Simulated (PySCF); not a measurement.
C3H6O (charge +1 and doublet state).
SMILES with atom numbers: `[CH3:1][C:2]([CH3:3])=[O+:4]` (hydrogens: H5, H6, H7 on C1; H8, H9, H10 on C3)

Cartesian coordinates in Å at the GFN2-xTB level; atoms count from 1:
```xyz
10
C3H6O angstrom
C      1.2395   -0.1447   -0.0404
C     -0.0338    0.6450   -0.2927
C     -1.2152   -0.1844    0.1843
O     -0.0956    1.7136   -0.7721
H      1.5190    0.0293    1.0030
H      1.1096   -1.2131   -0.2000
H      2.0074    0.2612   -0.7052
H     -1.9789    0.5194    0.5288
H     -0.9604   -0.8960    0.9654
H     -1.5828   -0.7258   -0.6937
```

The hyperfine couplings belong to this conformer and change with its torsions.

Theory: UKS B3LYP, pcH-1 on C H O, non-relativistic, mean-field spin-orbit, GIAO in PySCF. Geometry: GFN2-xTB; no solvent, vibrations or thermal averaging. The geometry wasn't refined by DFT: couplings that depend on bond lengths, twists or pyramidal angles can differ widely from those at the functional's own minimum, by a factor of two or more for some ions and for spin on atoms past the first row. Stability of the SCF solution: not tested.

**Question.** Break the g tensor into its mass correction, gauge correction and orbital-Zeeman/spin–orbit terms.

**Answer.** 
| Δg (ppt) | 1 | 2 | 3 |
| --- | --- | --- | --- |
| relativistic mass correction | -0.28 | -0.28 | -0.28 |
| gauge correction | 0.05 | 0.00 | 0.04 |
| orbital Zeeman/spin–orbit | -1.19 | 0.30 | 5.39 |
| total | -1.42 | 0.02 | 5.15 |

So g = 2.00090, 2.00234, 2.00747 and g_iso = 2.00357; the tensor is rhombic: the two nearest values differ by 22 % of g3 − g1. Axes: g1 points within 2° of the C2–O4 bond.

**Question.** At 9.353 GHz, how far is the centre of the isotropic spectrum from where a free electron (g = 2.002319) resonates?

**Answer.** B = hν/(g μB) with μB/h = 13.99624 MHz/mT gives 333.74 mT for the free electron and 333.53 mT at g_iso, 0.21 mT lower.

**Question.** What are the electron Larmor frequencies g μB B/h along the three axes at 330 mT?

**Answer.** 9.2417, 9.2483, 9.2720 GHz for g1, g2 and g3, a range of 30.3 MHz.

**Question.** Average each term over the three axes. Which is largest in size?

**Answer.** The orbital-Zeeman/spin–orbit term 1.50, the mass correction -0.28 and the gauge correction 0.03 ppt, for a total of 1.25 ppt. The orbital-Zeeman/spin–orbit term is the largest in size. The mass correction is the same along every axis, so the anisotropy comes from the other two: their spans along these axes are 0.06 (gauge) and 6.59 ppt (orbital Zeeman/spin–orbit).

**Question.** In a frozen sample, at which fields do the three g values resonate at 9.5, 34, 94 and 263 GHz (hyperfine left aside), and which band first spreads them over more than twice a line width of 1.0 mT?

**Answer.** 
```csv
band,GHz,B(g3) mT,B(g2) mT,B(g1) mT,spread mT
X,9.5,338.11,338.98,339.22,1.11
Q,34.0,1210.09,1213.19,1214.07,3.97
W,94.0,3345.55,3354.12,3356.54,10.99
J,263.0,9360.43,9384.39,9391.16,30.74
```

The spread grows in proportion to the frequency. Q band is the first where it exceeds 2.0 mT.

The Mulliken spin populations are largest on O4 (+0.67), C3 (+0.19) and C1 (+0.18). Three atoms exceed +0.15.

The HOMO–LUMO gaps are 7.72 eV among the α and 4.32 eV among the β orbitals.
